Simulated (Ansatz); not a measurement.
Cost and result for the atomization energy of CH₅OSi, SMILES `CO[SiH2]` radical (8 atoms, 7 bonds).

Total charge 0; spin multiplicity 2. The structure was optimised at the PBE0-D4/def2-TZVP level. Program: Ansatz. All runs use 2 threads of a server CPU on a shared host. Times are those of one run each, without the atoms' runs, and a repeat can differ threefold. Electronic energies, without spin–orbit coupling; frozen cores. CCSD(T)/CBS adds CCSD(T) − MP2 in def2-TZVPP to the MP2 limit, and its time is that of the two runs behind it. T1 = 0.015; ⟨S²⟩ of the reference is 0.75. B3LYP takes the VWN-RPA correlation (the form of Gaussian; ORCA's B3LYP/G). HSE06 is the plane-wave form, built on full-range PBE exchange.

CCSD(T)/CBS is a level of theory with its own doubt, some kJ/mol a heavy atom from the limit and from the frozen cores, so smaller differences don't rank the functionals.

```
                             level  functions  wall time  atomization (kJ/mol)  difference from CCSD(T)/CBS  per bond
            LDA (SPW92)/def2-TZVPP        174      1.5 s                3074.6                        367.0      52.4
              revPBE-D4/def2-TZVPP        174      2.8 s                2678.5                        -29.1      -4.1
   PBE-D4/def2-TZVPP (with forces)        174      3.3 s                2736.3                         28.7       4.1
                PBE0-D4/def2-TZVPP        174      3.6 s                2693.5                        -14.1      -2.0
           CAM-B3LYP-D4/def2-TZVPP        174      3.7 s                2726.7                         19.1       2.7
               BHLYP-D4/def2-TZVPP        174      3.9 s                2641.1                        -66.5      -9.5
                  CCSD(T)/def2-SVP         71      3.9 s                2538.5                       -169.1     -24.2
               HSE06-D4/def2-TZVPP        174      4.1 s                2695.4                        -12.2      -1.7
 B3LYP-D4/def2-TZVPP (with forces)        174      4.2 s                2712.5                          4.9       0.7
r2SCAN-D4/def2-TZVPP (with forces)        174      6.5 s                2718.5                         10.9       1.6
                    MP2/def2-QZVPP        334       17 s                2706.4                         -1.2      -0.2
                CCSD(T)/def2-TZVPP        174      110 s                2638.0                        -69.6      -9.9
                 CCSD(T)/CBS(def2)          –    2.1 min                2707.6                          0.0       0.0
```

From BLYP to BHLYP (50 % exact exchange), in def2-TZVPP and without D4, the atomization energy moves by −52.1 kJ/mol: exact exchange takes away binding that semilocal exchange gives to molecules. Leaving LDA and LC-ωPBE aside and taking each functional with its dispersion term where it has one, the values spread over 95.2 kJ/mol, from BHLYP-D4 to PBE-D4. LDA lies +350.3 kJ/mol from PBE without D4, its usual overbinding. In def2-TZVPP, CCSD(T) changes the Hartree–Fock value by +640.9 kJ/mol (the triples alone add +31.7 kJ/mol) and MP2 by +667.3 kJ/mol; breaking electron pairs costs correlation energy, which Hartree–Fock lacks.
